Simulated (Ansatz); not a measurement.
Molecular dynamics of BFO

Input:

```yaml
crystal:
  periodic: [false, false, false]
  atoms:
    - { symbol: O, position_ang: [0.995048, -0.571974, 0.48575] }
    - { symbol: B, position_ang: [0.020809, -0.011959, 0.010158] }
    - { symbol: F, position_ang: [-1.015857, 0.583944, -0.495909] }
basis:
  gaussian: { orbitals: def2-SVPD }
hamiltonian:
  xc: pbe
  dispersion: d4
md:
  timestep: 12.0
  n_steps: 100
  ensemble: nve
  temperature: 50.0
  initial_velocities: maxwell_boltzmann
  seed: 260391
scf:
  lower_state_search: "off"
```

Run as:

```bash
$ ansatz run input.yaml --threads 1 --pin off --max-ram 2048MiB --backend cpu --events-out ev --progress --plain --runs-dir out
```

It starts from a relaxed structure.

Output, in part (step lines, the closing report, with atoms numbered from 0):

```
md step     0: t =     0.00 fs  T =    50.0 K  F+E_penalty+E_count = -5432.96512231 eV  E_kin = 0.006463 eV  conserved = -5432.95865931 eV  (16 SCF iters)
md step     3: t =    36.00 fs  T = 432994.6 K  F+E_penalty+E_count = -5418.55315669 eV  E_kin = 55.968878 eV  conserved = -5362.58427879 eV  (82 SCF iters)
md step     4: t =    48.00 fs  T = 385640.1 K  F+E_penalty+E_count = -5415.14882670 eV  E_kin = 49.847839 eV  conserved = -5365.30098749 eV  (131 SCF iters)
md step     5: t =    60.00 fs  T = 383411.0 K  F+E_penalty+E_count = -5414.93018893 eV  E_kin = 49.559703 eV  conserved = -5365.37048617 eV  (72 SCF iters)
md step     6: t =    72.00 fs  T = 382790.0 K  F+E_penalty+E_count = -5414.85539943 eV  E_kin = 49.479439 eV  conserved = -5365.37596054 eV  (88 SCF iters)
md step     7: t =    84.00 fs  T = 382475.8 K  F+E_penalty+E_count = -5414.81623749 eV  E_kin = 49.438826 eV  conserved = -5365.37741101 eV  (70 SCF iters)
md step     8: t =    96.00 fs  T = 382285.1 K  F+E_penalty+E_count = -5414.79213021 eV  E_kin = 49.414169 eV  conserved = -5365.37796117 eV  (133 SCF iters)
md step     9: t =   108.00 fs  T = 382156.8 K  F+E_penalty+E_count = -5414.77580170 eV  E_kin = 49.397588 eV  conserved = -5365.37821405 eV  (122 SCF iters)
[... lines left out ...]
md step    97: t =  1164.00 fs  T = 381542.0 K  F+E_penalty+E_count = -5414.69670201 eV  E_kin = 49.318122 eV  conserved = -5365.37858018 eV  (9 SCF iters)
md step    98: t =  1176.00 fs  T = 381541.6 K  F+E_penalty+E_count = -5414.69664368 eV  E_kin = 49.318064 eV  conserved = -5365.37858018 eV  (9 SCF iters)
md step    99: t =  1188.00 fs  T = 381541.1 K  F+E_penalty+E_count = -5414.69658657 eV  E_kin = 49.318006 eV  conserved = -5365.37858018 eV  (9 SCF iters)
md step   100: t =  1200.00 fs  T = 381540.7 K  F+E_penalty+E_count = -5414.69653063 eV  E_kin = 49.317950 eV  conserved = -5365.37858019 eV  (9 SCF iters)
Total energy: -5414.69661021 eV, -198.9864302122 hartree
Atom 0 at   155.138349   -88.399206    72.886707 Å, force     0.000006    -0.000004     0.000003 eV/Å
Atom 1 at  -207.750023   119.030862   -99.993709 Å, force     0.000023    -0.000013     0.000011 eV/Å
Atom 2 at   -12.602935     6.810520    -4.564730 Å, force    -0.000029     0.000017    -0.000014 eV/Å
Dipole moment:   -99.361801    56.973603   -47.985639 e Å
```

The steps, from the saved trajectory:

| time (fs) | T (K) | potential energy less start (eV) | conserved less start (meV/atom) |
| --- | --- | --- | --- |
| 0.0 | 50 | 0.000 | 0.00 |
| 36.0 | 432995 | 14.412 | 23458.13 |
| 72.0 | 382790 | 18.110 | 22527.57 |
| 108.0 | 382157 | 18.189 | 22526.81 |
| 144.0 | 381941 | 18.217 | 22526.73 |
| 180.0 | 381832 | 18.231 | 22526.71 |
| 216.0 | 381766 | 18.240 | 22526.70 |
| 252.0 | 381722 | 18.245 | 22526.70 |
| 288.0 | 381690 | 18.249 | 22526.70 |
| 324.0 | 381666 | 18.252 | 22526.69 |
| 360.0 | 381648 | 18.255 | 22526.69 |
| 396.0 | 381633 | 18.257 | 22526.69 |
| 432.0 | 381621 | 18.258 | 22526.69 |
| 468.0 | 381611 | 18.260 | 22526.69 |
| 504.0 | 381602 | 18.261 | 22526.69 |
| 540.0 | 381595 | 18.262 | 22526.69 |
| 576.0 | 381589 | 18.262 | 22526.69 |
| 612.0 | 381583 | 18.263 | 22526.69 |
| 648.0 | 381578 | 18.264 | 22526.69 |
| 684.0 | 381574 | 18.264 | 22526.69 |
| 720.0 | 381570 | 18.265 | 22526.69 |
| 756.0 | 381566 | 18.265 | 22526.69 |
| 792.0 | 381563 | 18.266 | 22526.69 |
| 828.0 | 381560 | 18.266 | 22526.69 |
| 864.0 | 381558 | 18.266 | 22526.69 |
| 900.0 | 381555 | 18.267 | 22526.69 |
| 936.0 | 381553 | 18.267 | 22526.69 |
| 972.0 | 381551 | 18.267 | 22526.69 |
| 1008.0 | 381549 | 18.268 | 22526.69 |
| 1044.0 | 381547 | 18.268 | 22526.69 |
| 1080.0 | 381545 | 18.268 | 22526.69 |
| 1116.0 | 381544 | 18.268 | 22526.69 |
| 1152.0 | 381542 | 18.268 | 22526.69 |
| 1188.0 | 381541 | 18.269 | 22526.69 |

The run went to its last step. The conserved energy changed by up to 23000 meV per atom, so the integration failed: the time step of 12 fs is too long for the fastest motions that this run met, and the later frames carry no physical meaning.

Parted: O1–B2 1.22 → 452.33 Å, B2–F3 1.30 → 244.50 Å. It ends as B + F + O. Pairs count as bonded within 1.25 times the sum of covalent radii (0.12 Å more for H–H).

Last frame:

```xyz
3
Properties=species:S:1:pos:R:3
O 155.138 -88.399 72.887
B -207.750 119.031 -99.994
F -12.603 6.811 -4.565
```

The run took 25 s on 1 CPU thread of a shared host.
